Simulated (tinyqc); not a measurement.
Worked calculation: extended Hueckel theory, for LiH. One step of it, computed by the program tinyqc.

Problem. Wolfsberg-Helmholz matrix. H_ij = K' S_ij (H_ii + H_jj)/2 for i != j (the diagonal keeps H_ii), with K' = K + D^2 + D^4 (1 - K), D = (H_ii - H_jj)/(H_ii + H_jj), K = 1.75.

overlap S, order 1Li 2s, 1Li 2px, 1Li 2py, 1Li 2pz, 2H 1s:
$$\begin{pmatrix}
1.000000 & 0.000000 & 0.000000 & 0.000000 & 0.374229 \\
0.000000 & 1.000000 & 0.000000 & 0.000000 & 0.000000 \\
0.000000 & 0.000000 & 1.000000 & 0.000000 & 0.000000 \\
0.000000 & 0.000000 & 0.000000 & 1.000000 & 0.488590 \\
0.374229 & 0.000000 & 0.000000 & 0.488590 & 1.000000
\end{pmatrix}$$

diagonal H_ii (eV): 1Li 2s -5.400000, 1Li 2px -3.500000, 1Li 2py -3.500000, 1Li 2pz -3.500000, 2H 1s -13.600000

K = 1.750000

Give: H.

Solution.

H (eV), order 1Li 2s, 1Li 2px, 1Li 2py, 1Li 2pz, 2H 1s:
$$\begin{pmatrix}
-5.400 & 0.000 & 0.000 & 0.000 & -6.791 \\
0.000 & -3.500 & 0.000 & 0.000 & 0.000 \\
0.000 & 0.000 & -3.500 & 0.000 & 0.000 \\
0.000 & 0.000 & 0.000 & -3.500 & -8.387 \\
-6.791 & 0.000 & 0.000 & -8.387 & -13.600
\end{pmatrix}$$
